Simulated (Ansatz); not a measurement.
# C₂H₂F₃ radical: basis-set convergence

An exercise on one series of results from a longer session: the logs are not shown, and one member is left open.

Method: one geometry, several basis sets; program: Ansatz 0.2.0, Gaussian basis.

Levels to be run: PBE0-D4/def2-SVP; ωB97M-V/def2-SVP; PBE0-D4/def2-QZVPP; ωB97M-V/def2-QZVPP; the functionals' def2-TZVPP values are taken from earlier runs.

### Structure used throughout

An earlier PBE0-D4 in a triple-zeta def2 set relaxation fixed the geometry.

SMILES `[CH2]C(F)(F)F`, 7 atoms, charge 0, spin multiplicity 2.

Atoms are counted from 1 here; the program's logs count them from 0.

Bond lengths: C1–C2 1.475 Å, C1–H6 1.079 Å, C1–H7 1.079 Å, C2–F3 1.348 Å, C2–F4 1.340 Å, C2–F5 1.340 Å. Angles: C2–C1–H6 119.0°, C2–C1–H7 119.0°, H6–C1–H7 121.5°, C1–C2–F3 112.0°, C1–C2–F4 111.7°, C1–C2–F5 111.7°, F3–C2–F4 106.7°, F3–C2–F5 106.7°, F4–C2–F5 107.7°.

The first run:

File in.yaml:

```yaml
crystal:
  periodic: [false, false, false]
  atoms:
    - {symbol: C, position_ang: [-0.264300, 0.823780, 0.273906]}
    - {symbol: C, position_ang: [0.195601, -0.509992, -0.157157]}
    - {symbol: F, position_ang: [-0.758369, -1.177197, -0.836616]}
    - {symbol: F, position_ang: [0.534330, -1.279111, 0.886047]}
    - {symbol: F, position_ang: [1.259777, -0.430011, -0.967161]}
    - {symbol: H, position_ang: [-0.791275, 0.918450, 1.211192]}
    - {symbol: H, position_ang: [-0.175754, 1.654072, -0.410211]}
basis:
  gaussian: {orbitals: def2-SVP}
magnetization: {spin_polarized: true, initial_magnetization: 1}
hamiltonian: {xc: pbe0, dispersion: d4}
output: {orbitals: {seedname: orbitals}}
```

Among the steps run: PBE0-D4 in def2-SVP; ωB97M-V in def2-SVP; PBE0-D4 in def2-QZVPP; ωB97M-V in def2-QZVPP.

One of the session's tables, all rows but one given; the rest of the session is left out.

It belongs to the step «Functionals by basis». 

| functional | basis | HOMO (eV) | LUMO (eV) |
| --- | --- | --- | --- |
| PBE0-D4 | def2-SVP | -7.92 | -2.60 |
| PBE0-D4 | def2-TZVPP | -7.98 | -2.77 |
| PBE0-D4 | def2-QZVPP | ? | ? |
| ωB97M-V | def2-SVP | -10.00 | -0.56 |
| ωB97M-V | def2-TZVPP | -10.08 | -0.87 |
| ωB97M-V | def2-QZVPP | -10.11 | -0.95 |

Estimate the missing values for PBE0-D4, def2-QZVPP.

The run gave: HOMO (eV): -8.01; LUMO (eV): -2.82. In the column «HOMO (eV)» it lies between ωB97M-V, def2-SVP (-10.00) and PBE0-D4, def2-TZVPP (-7.98).
